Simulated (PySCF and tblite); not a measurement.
Values are calculated unless marked as measured or tabulated.
C₅H₁₃N, numbered as in [CH3:1][CH2:2][CH2:3][N:4]([CH3:5])[CH3:6].

Geometries PBE0-D3(BJ)/def2-SVP; weights from PBE0-D3(BJ)/def2-TZVP (IEF-PCM, chloroform) energies and GFN2-xTB thermal corrections, with symmetry numbers and mirror pairs. Conformers within 3 kcal/mol (GFN2-xTB free energy) were kept, 8 at most. Programs: PySCF with density fitting and tblite.

Rotational constants are equilibrium values for the commonest isotopes; dipoles come from the energy level named and are polarised by its solvent model.

Torsions listed: C1–C2–C3–N4, C2–C3–N4–C5. Of a mirror pair one member is shown.

```json
{"conformer": "1", "shape": "-173°, 165°", "symmetry": "C1 (pair)", "weight %": "49.5"}
{"conformer": "2", "shape": "-57°, 165°", "symmetry": "C1 (pair)", "weight %": "46.3"}
{"conformer": "3", "shape": "180°, -67°", "symmetry": "Cs", "weight %": "3.3"}
{"conformer": "4", "shape": "97°, 171°", "symmetry": "C1 (pair)", "weight %": "0.7"}
{"conformer": "5", "shape": "-63°, 83°", "symmetry": "C1 (pair)", "weight %": "0.2"}
```

Sets of constants, in random order:

```csv
set,A (MHz),B (MHz),C (MHz),abs μa (D),abs μb (D),abs μc (D)
P,6602,2072,1749,0.08,0.02,0.45
Q,4811,2440,2147,0.47,0.03,0.27
R,7298,1807,1556,0.01,0.00,0.51
S,6485,1905,1703,0.35,0.00,0.60
T,5717,2132,1963,0.25,0.02,0.54
```

(1) Match each set to its conformer.

Thermal terms of a conformer that GFN2-xTB lacks, or places elsewhere, come from the nearest GFN2-xTB minimum; such a conformer stays in the set even outside the window.

Results:

(1) P is conformer 4, Q is conformer 5, R is conformer 1, S is conformer 3, T is conformer 2.
